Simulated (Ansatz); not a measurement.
Ansatz (an electronic-structure program) input (B3LYP-D3(BJ)/def2-TZVP):

Ansatz 0.2 input:
```yaml
crystal:
  periodic: [false, false, false]
  atoms:
    - {symbol: C, position_ang: [-0.00031565, -0.01876434, 0.11346103]}
    - {symbol: C, position_ang: [-0.00366586, -0.21792541, 1.31771454]}
    - {symbol: C, position_ang: [0.00342830, 0.20380299, -1.23232147]}
    - {symbol: H, position_ang: [-0.00658048, -0.39119133, 2.36538959]}
    - {symbol: H, position_ang: [0.93286994, 0.33015230, -1.77073907]}
    - {symbol: H, position_ang: [-0.92297020, 0.25835959, -1.78777517]}
basis:
  gaussian:
    orbitals: def2-TZVP
hamiltonian:
  xc: b3lyp
  dispersion: d3bj
magnetization: {spin_polarized: true, initial_magnetization: 1}
phonons: {temperatures: {t_min: 298.15, t_max: 298.15, t_step: 100}}
```

Output:

```
Functional definition: B3LYP
integrals: 0.02 GiB planned
672 factors; their error is unknown
mean field: 0.35 GiB planned
mean field evaluation 1: about -3152.1918 eV, gradient 3.4e1 eV
mean field evaluation 2: about -3151.0534 eV, gradient 3.6e1 eV
mean field evaluation 4: about -3157.8839 eV, gradient 3.5e0 eV
mean field evaluation 8: about -3157.9446 eV, gradient 3.0e-1 eV
mean field evaluation 16: about -3157.9451 eV, gradient 2.5e-5 eV
mean field -3157.94508513 eV, -116.0523413464 hartree, gradient 2.5e-5 eV, S^2 0.770072; 0 other end points of the search recorded, 0 dependent functions left out
the calculation of the forces begins
reference -3157.94530287 eV, -116.0523493483 hartree; 11, 10 occupied and 100, 101 virtual orbitals, 672 factors
these checks for a lower state are left out or cut short: stability, starts, cluster_reference, orbital_swaps, neighbouring_geometries, increment
integrals: 0.02 GiB planned
672 factors; their error is unknown
mean field: 0.35 GiB planned
mean field -3157.94494835 eV, -116.0523363199 hartree, gradient 1.2e-6 eV, S^2 0.770214; 0 other end points of the search recorded, 0 dependent functions left out
the calculation of the forces begins
reference -3157.94516609 eV, -116.0523443217 hartree; 11, 10 occupied and 100, 101 virtual orbitals, 672 factors
these checks for a lower state are left out or cut short: stability, starts, cluster_reference, orbital_swaps, neighbouring_geometries, increment
integrals: 0.02 GiB planned
672 factors; their error is unknown
mean field: 0.35 GiB planned
mean field evaluation 32: about -3157.9449 eV, gradient 1.2e-6 eV
mean field -3157.94494907 eV, -116.0523363462 hartree, gradient 1.2e-6 eV, S^2 0.769929; 0 other end points of the search recorded, 0 dependent functions left out
the calculation of the forces begins
reference -3157.94516681 eV, -116.0523443481 hartree; 11, 10 occupied and 100, 101 virtual orbitals, 672 factors
these checks for a lower state are left out or cut short: stability, starts, cluster_reference, orbital_swaps, neighbouring_geometries, increment
integrals: 0.02 GiB planned
672 factors; their error is unknown
mean field: 0.35 GiB planned
mean field -3157.94492015 eV, -116.0523352837 hartree, gradient 1.2e-6 eV, S^2 0.769933; 0 other end points of the search recorded, 0 dependent functions left out
the calculation of the forces begins
reference -3157.94513793 eV, -116.0523432867 hartree; 11, 10 occupied and 100, 101 virtual orbitals, 672 factors
these checks for a lower state are left out or cut short: stability, starts, cluster_reference, orbital_swaps, neighbouring_geometries, increment
integrals: 0.02 GiB planned
672 factors; their error is unknown
mean field: 0.35 GiB planned
mean field -3157.94496290 eV, -116.0523368546 hartree, gradient 1.2e-6 eV, S^2 0.770213; 0 other end points of the search recorded, 0 dependent functions left out
the calculation of the forces begins
reference -3157.94518061 eV, -116.0523448553 hartree; 11, 10 occupied and 100, 101 virtual orbitals, 672 factors
these checks for a lower state are left out or cut short: stability, starts, cluster_reference, orbital_swaps, neighbouring_geometries, increment
integrals: 0.02 GiB planned
672 factors; their error is unknown
mean field: 0.35 GiB planned
mean field -3157.94496300 eV, -116.0523368583 hartree, gradient 1.2e-6 eV, S^2 0.770065; 0 other end points of the search recorded, 0 dependent functions left out
the calculation of the forces begins
reference -3157.94518073 eV, -116.0523448598 hartree; 11, 10 occupied and 100, 101 virtual orbitals, 672 factors
these checks for a lower state are left out or cut short: stability, starts, cluster_reference, orbital_swaps, neighbouring_geometries, increment
integrals: 0.02 GiB planned
672 factors; their error is unknown
mean field: 0.35 GiB planned
mean field -3157.94494051 eV, -116.0523360316 hartree, gradient 1.2e-6 eV, S^2 0.770078; 0 other end points of the search recorded, 0 dependent functions left out
the calculation of the forces begins
reference -3157.94515826 eV, -116.0523440340 hartree; 11, 10 occupied and 100, 101 virtual orbitals, 672 factors
these checks for a lower state are left out or cut short: stability, starts, cluster_reference, orbital_swaps, neighbouring_geometries, increment
integrals: 0.02 GiB planned
672 factors; their error is unknown
mean field: 0.35 GiB planned
mean field evaluation 64: about -3157.9450 eV, gradient 2.0e-4 eV
mean field -3157.94503193 eV, -116.0523393916 hartree, gradient 1.2e-6 eV, S^2 0.770070; 0 other end points of the search recorded, 0 dependent functions left out
the calculation of the forces begins
reference -3157.94524963 eV, -116.0523473917 hartree; 11, 10 occupied and 100, 101 virtual orbitals, 672 factors
these checks for a lower state are left out or cut short: stability, starts, cluster_reference, orbital_swaps, neighbouring_geometries, increment
integrals: 0.02 GiB planned
672 factors; their error is unknown
mean field: 0.35 GiB planned
mean field -3157.94505074 eV, -116.0523400828 hartree, gradient 1.2e-6 eV, S^2 0.770074; 0 other end points of the search recorded, 0 dependent functions left out
the calculation of the forces begins
reference -3157.94526853 eV, -116.0523480864 hartree; 11, 10 occupied and 100, 101 virtual orbitals, 672 factors
these checks for a lower state are left out or cut short: stability, starts, cluster_reference, orbital_swaps, neighbouring_geometries, increment
integrals: 0.02 GiB planned
672 factors; their error is unknown
mean field: 0.35 GiB planned
mean field -3157.94506227 eV, -116.0523405062 hartree, gradient 1.2e-6 eV, S^2 0.770077; 0 other end points of the search recorded, 0 dependent functions left out
the calculation of the forces begins
reference -3157.94528003 eV, -116.0523485090 hartree; 11, 10 occupied and 100, 101 virtual orbitals, 672 factors
these checks for a lower state are left out or cut short: stability, starts, cluster_reference, orbital_swaps, neighbouring_geometries, increment
integrals: 0.02 GiB planned
672 factors; their error is unknown
mean field: 0.35 GiB planned
mean field -3157.94502824 eV, -116.0523392559 hartree, gradient 1.2e-6 eV, S^2 0.770067; 0 other end points of the search recorded, 0 dependent functions left out
the calculation of the forces begins
reference -3157.94524596 eV, -116.0523472569 hartree; 11, 10 occupied and 100, 101 virtual orbitals, 672 factors
these checks for a lower state are left out or cut short: stability, starts, cluster_reference, orbital_swaps, neighbouring_geometries, increment
integrals: 0.02 GiB planned
672 factors; their error is unknown
mean field: 0.35 GiB planned
mean field evaluation 96: about -3157.9450 eV, gradient 9.9e-7 eV
mean field -3157.94504662 eV, -116.0523399314 hartree, gradient 1.2e-6 eV, S^2 0.770077; 0 other end points of the search recorded, 0 dependent functions left out
the calculation of the forces begins
reference -3157.94526440 eV, -116.0523479344 hartree; 11, 10 occupied and 100, 101 virtual orbitals, 672 factors
these checks for a lower state are left out or cut short: stability, starts, cluster_reference, orbital_swaps, neighbouring_geometries, increment
integrals: 0.02 GiB planned
672 factors; their error is unknown
mean field: 0.35 GiB planned
mean field -3157.94503685 eV, -116.0523395721 hartree, gradient 1.2e-6 eV, S^2 0.770067; 0 other end points of the search recorded, 0 dependent functions left out
the calculation of the forces begins
reference -3157.94525456 eV, -116.0523475729 hartree; 11, 10 occupied and 100, 101 virtual orbitals, 672 factors
Total energy: -3158.08090014 eV, -116.0573324561 hartree
Atom 0 at    -0.000316    -0.018764     0.113461 Å, force     0.000001     0.000031    -0.000185 eV/Å
Atom 1 at    -0.003666    -0.217925     1.317715 Å, force     0.000002     0.000110    -0.000664 eV/Å
Atom 2 at     0.003428     0.203803    -1.232321 Å, force    -0.000004    -0.000253     0.001529 eV/Å
Atom 3 at    -0.006580    -0.391191     2.365390 Å, force    -0.000000    -0.000023     0.000138 eV/Å
Atom 4 at     0.932870     0.330152    -1.770739 Å, force     0.000537     0.000088    -0.000404 eV/Å
Atom 5 at    -0.922970     0.258360    -1.787775 Å, force    -0.000535     0.000047    -0.000413 eV/Å
Dipole moment:     0.000052     0.003076    -0.018597 e Å
Vibrations: 356.75 407.99 457.41 631.70 694.39 1033.49 1092.15 1461.18 2010.57 3147.25 3235.82 3464.41 cm⁻¹, zero-point energy 1.115430 eV
```

It need not be the lowest isomer of its formula.
